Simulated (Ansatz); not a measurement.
**Vanadium, bcc: convergence with Fermi-Dirac smearing**

Computed with Ansatz, PBE, scalar-relativistic PAW, on the relaxed cell (a = 2.998 Å; spin not included). Errors count from a run at 420 eV on a Γ-centred 24×24×24 mesh with Fermi-Dirac smearing of 0.1 eV, extrapolated to zero width. Fixed here: cutoff 420 eV, mesh 15×15×15. The SCF starts from atomic densities corrected by a trained network.

```json
{"width (eV)": "0.01", "E(σ→0) error (meV/atom)": "-2.3", "F error (meV/atom)": "-2.6", "P (GPa)": "-0.61", "SCF iterations": "6"}
{"width (eV)": "0.03", "E(σ→0) error (meV/atom)": "-2.3", "F error (meV/atom)": "-4.3", "P (GPa)": "-0.57", "SCF iterations": "6"}
{"width (eV)": "0.2", "E(σ→0) error (meV/atom)": "-7.2", "F error (meV/atom)": "-107.8", "P (GPa)": "1.04", "SCF iterations": "6"}
{"width (eV)": "0.3", "E(σ→0) error (meV/atom)": "-19.9", "F error (meV/atom)": "-227.3", "P (GPa)": "2.53", "SCF iterations": "6"}
{"width (eV)": "0.6", "E(σ→0) error (meV/atom)": "-35.5", "F error (meV/atom)": "-824.0", "P (GPa)": "10.78", "SCF iterations": "6"}
{"width (eV)": "1.0", "E(σ→0) error (meV/atom)": "-119.7", "F error (meV/atom)": "-2196.3", "P (GPa)": "27.33", "SCF iterations": "6"}
```

**Question.** What does the run at 0.1 give (width)?

**Answer.** E(σ→0) error (meV/atom): -0.9; F error (meV/atom): -28.6; P (GPa): -0.02; SCF iterations: 6.
